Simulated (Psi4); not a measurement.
Reaction (SMILES): S (H2S) + H+ → [SH3+]
B3LYP-D3(BJ)/def2-TZVP geometries, fixed; electronic energies without zero-point terms; positive where energy is released.

Basis-set convergence of the proton affinity at HF with Psi4. Cartesian d functions, on some or all atoms, in 6-31G*, 6-31+G*; all else is spherical. Density fitting with the program's default auxiliary sets. Psi4's default fitting sets serve the pcseg sets less well. No added dispersion term, no relativity. Functions are those of the species that has most. Reference: the value in aug-cc-pV(Q+d)Z, 176.68 kcal/mol, itself unsure by roughly 0.08 kcal/mol (its mean distance from cc-pV(5+d)Z, def2-QZVPPD, def2-QZVPP). Deviations are taken from unrounded values.

```json
[
 {"basis": "6-31G*", "functions": "25", "proton affinity (kcal/mol)": "171.48"},
 {"basis": "6-31+G*", "functions": "29", "proton affinity (kcal/mol)": "171.60"},
 {"basis": "def2-SVP", "functions": "33", "proton affinity (kcal/mol)": "175.74"},
 {"basis": "def2-SVPD", "functions": "51", "proton affinity (kcal/mol)": "174.42"},
 {"basis": "pcseg-1", "functions": "33", "proton affinity (kcal/mol)": "174.00"},
 {"basis": "aug-pcseg-1", "functions": "54", "proton affinity (kcal/mol)": "174.90"},
 {"basis": "cc-pV(D+d)Z", "functions": "38", "proton affinity (kcal/mol)": "176.18"},
 {"basis": "aug-cc-pV(D+d)Z", "functions": "59", "proton affinity (kcal/mol)": "175.33"},
 {"basis": "6-311G**", "functions": "44", "proton affinity (kcal/mol)": "175.13"},
 {"basis": "6-311+G**", "functions": "48", "proton affinity (kcal/mol)": "175.06"},
 {"basis": "def2-TZVP", "functions": "55", "proton affinity (kcal/mol)": "176.60"},
 {"basis": "def2-TZVPD", "functions": "73", "proton affinity (kcal/mol)": "176.42"},
 {"basis": "pcseg-2", "functions": "76", "proton affinity (kcal/mol)": "176.38"},
 {"basis": "aug-pcseg-2", "functions": "119", "proton affinity (kcal/mol)": "176.34"},
 {"basis": "cc-pV(T+d)Z", "functions": "81", "proton affinity (kcal/mol)": "176.73"},
 {"basis": "aug-cc-pV(T+d)Z", "functions": "124", "proton affinity (kcal/mol)": "176.51"},
 {"basis": "def2-TZVPP", "functions": "84", "proton affinity (kcal/mol)": "176.80"},
 {"basis": "def2-TZVPPD", "functions": "102", "proton affinity (kcal/mol)": "176.60"},
 {"basis": "cc-pV(Q+d)Z", "functions": "154", "proton affinity (kcal/mol)": "176.75"},
 {"basis": "aug-cc-pV(Q+d)Z", "functions": "227", "proton affinity (kcal/mol)": "176.68"},
 {"basis": "def2-QZVPP", "functions": "160", "proton affinity (kcal/mol)": "176.78"},
 {"basis": "def2-QZVPPD", "functions": "178", "proton affinity (kcal/mol)": "176.71"},
 {"basis": "pcseg-3", "functions": "163", "proton affinity (kcal/mol)": "176.87"},
 {"basis": "aug-pcseg-3", "functions": "236", "proton affinity (kcal/mol)": "176.85"}
]
```

What the diffuse functions change, pair by pair:
- 6-31G* to 6-31+G*: 4 more functions, deviation -5.20 to -5.08 kcal/mol
- def2-SVP to def2-SVPD: 18 more functions, deviation -0.94 to -2.26 kcal/mol
- pcseg-1 to aug-pcseg-1: 21 more functions, deviation -2.68 to -1.78 kcal/mol
- cc-pV(D+d)Z to aug-cc-pV(D+d)Z: 21 more functions, deviation -0.50 to -1.35 kcal/mol
- 6-311G** to 6-311+G**: 4 more functions, deviation -1.55 to -1.62 kcal/mol
- def2-TZVP to def2-TZVPD: 18 more functions, deviation -0.08 to -0.26 kcal/mol
- pcseg-2 to aug-pcseg-2: 43 more functions, deviation -0.30 to -0.34 kcal/mol
- cc-pV(T+d)Z to aug-cc-pV(T+d)Z: 43 more functions, deviation 0.05 to -0.17 kcal/mol
- def2-TZVPP to def2-TZVPPD: 18 more functions, deviation 0.12 to -0.08 kcal/mol
- cc-pV(Q+d)Z to aug-cc-pV(Q+d)Z: 73 more functions, deviation 0.07 to 0.00 kcal/mol
- def2-QZVPP to def2-QZVPPD: 18 more functions, deviation 0.10 to 0.03 kcal/mol
- pcseg-3 to aug-pcseg-3: 73 more functions, deviation 0.19 to 0.17 kcal/mol

Leaving out the reference's own pair, they bring the value nearer the reference by more than 0.08 kcal/mol in 2 of 11 pairs.
